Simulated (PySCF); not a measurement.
TDDFT beside published excitation energies

Published values to compare with (the computed states carry no symmetry labels, so the two lists aren't matched line by line):

| state | E (eV) | f | kind of transition | source |
| --- | --- | --- | --- | --- |
| 3B3u(n→π*) | 3.33 |  | band maximum or as reported | [1] |
| 3B3u(n→π*) | 3.59 |  | vertical absorption | [2] |
| 1B3u(n→π*) | 3.93 |  | band maximum or as reported | [1] |
| 3B1u(π→π*, first) | 4.04 |  | band maximum or as reported | [1] |
| 1B3u(n→π*) | 4.14 |  | vertical absorption | [3] |
| 1B3u(n→π*) | 4.15 | 0.006 | vertical absorption | [2] |
| 1B3u(n→π*) | 4.25 |  | vertical absorption | [4] |
| 3B1u(π→π*) | 4.35 |  | vertical absorption | [2] |
| 3B2u(π→π*) | 4.39 |  | vertical absorption | [2] |
| 1B2u(π→π*) | 4.81 |  | band maximum or as reported | [1] |
| 3Au(n→π*) | 4.93 |  | vertical absorption | [2] |
| 1Au(n→π*) | 4.97 |  | vertical absorption | [3] |
| 1Au(n→π*) | 4.98 |  | vertical absorption | [2] |
| 1B2u(π→π*) | 4.99 |  | vertical absorption | [3] |
| 1B2u(π→π*) | 5.02 | 0.078 | vertical absorption | [2] |
| 1B2u(π→π*) | 5.02 |  | vertical absorption | [4] |
| 1Au(n→π*) | 5.05 |  | vertical absorption | [4] |
| 3B2g(n→π*) | 5.08 |  | vertical absorption | [2] |
| 3B1u(π→π*) | 5.28 |  | vertical absorption | [2] |
| 1B2g(n→π*) | 5.68 |  | vertical absorption | [3] |
| 1B2g(n→π*) | 5.71 |  | vertical absorption | [2] |
| 1B2g(n→π*) | 5.74 |  | vertical absorption | [4] |
| 1B1u(π→π*, first) | 6.51 |  | band maximum or as reported | [1] |
| 1Ag(n→3s) | 6.65 |  | vertical absorption | [2] |
| 1Ag(n→3s) | 6.66 |  | vertical absorption | [3] |
| 1B1g(n→π*) | 6.70 |  | vertical absorption | [3] |
| 1B1g(n→π*) | 6.74 |  | vertical absorption | [2] |
| 1B1g(n→π*) | 6.76 |  | vertical absorption | [4] |

[1] measured, gas; Loos, Lipparini, Boggio-Pasqua, Scemama, Jacquemin (2019), arXiv:1912.04173, literature columns
[2] computed, theoretical best estimate (aug-cc-pVTZ, frozen core, CC3 geometry), gas; Veril, Scemama, Caffarel, Lipparini, Boggio-Pasqua, Jacquemin, Loos, WIREs Comput. Mol. Sci. 2021, 11, e1517 (QUESTDB)
[3] computed, theoretical best estimate (aug-cc-pVTZ), revised with CC4, gas; Loos, Lipparini, Matthews, Blondel, Jacquemin, revising reference values with EOM-CC4 (2022), arXiv:2204.11658
[4] computed, CC3/TZVP, gas; arXiv:2401.06101 (2024), CC3 reference column of Thiel's set

Pyrazine, C4H4N2.
InChI=1S/C4H4N2/c1-2-6-4-3-5-1/h1-4H

Method: PySCF, TDDFT PBE0/def2-SVPD, vertical, gas phase, core orbitals frozen in the response. Geometry: GFN2-xTB; no solvent, vibrations or thermal averaging.

Computed singlets: 3.99 eV (f 0.005); 4.64 eV (f 0.000); 5.62 eV (f 0.103); 5.65 eV (f 0.000); 6.43 eV (f 0.000); 6.69 eV (f 0.082); 7.07 eV (f 0.000); 7.66 eV (f 0.052). Computed triplets (Tamm–Dancoff): 3.27, 4.30, 4.36 eV.

Q: How does the lowest computed singlet compare with the best estimate listed for the lowest singlet (vertical absorption)?

A: 3.99 eV against 4.14 eV for 1B3u(n→π*) [3]: a difference of -0.15 eV. Geometry and basis of the two calculations needn't be the same.

Q: How does the lowest computed triplet compare with the best estimate listed for the lowest triplet (vertical absorption)?

A: 3.27 eV against 3.59 eV for 3B3u(n→π*) [2]: a difference of -0.32 eV. Geometry and basis of the two calculations needn't be the same.

Note on [3]: revises the 2021 QUESTDB value.

A measured band maximum holds vibronic effects and, in solution, solvent shifts, so it needn't equal the vertical energy.

Time: 13 s wall. Hardware: x86-64 server, one thread, shared host.
